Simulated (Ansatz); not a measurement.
**A geometry optimisation of H6PSi2+ with B3LYP-D3(BJ)/def2-SVP**

The starting geometry of this gas-phase singlet was optimised with GFN2-xTB.

```xyz
9

P     1.2430    1.7868    0.4234
Si    0.3117   -0.1607    0.5158
Si    0.0755    3.3322   -0.8880
H    -0.0728   -0.9567   -0.6444
H     0.1635   -0.9407    1.7396
H     0.8467    2.1846    1.7038
H     0.1928    2.7623   -2.2254
H     0.8368    4.5521   -0.6495
H    -1.2976    3.3625   -0.3889
```

Problem. Predict what becomes of its bonds when it is optimised with B3LYP-D3(BJ)/def2-SVP.

Solution. It keeps its bonds.

The energy falls by 0.14 eV over 16 steps:

| step | E − E(last) (eV) |
| --- | --- |
| 1 | 0.136 |
| 3 | 0.023 |
| 4 | 0.019 |
| 6 | 0.007 |
| 8 | 0.004 |
| 9 | 0.003 |
| 11 | 0.001 |
| 13 | 0.000 |
| 14 | 0.000 |
| 16 | 0.000 |

Final geometry (Å):

```xyz
9

P     1.0102    1.8271    0.6210
Si    0.2986   -0.1611    0.4811
Si    0.0500    3.3033   -0.8900
H     0.1223   -0.7542   -0.8610
H     0.3022   -1.0433    1.6673
H     0.7837    2.1850    1.9730
H    -0.0013    2.4809   -2.1212
H     1.0111    4.4258   -0.9453
H    -1.2773    3.6588   -0.3385
```

Frequencies at the end are all real (lowest 85 cm⁻¹). Run with Ansatz 0.2.0, 80 s on 1 thread of Intel(R) Xeon(R) Processor @ 2.50GHz (Skylake/Cascade Lake), with other jobs on the host.
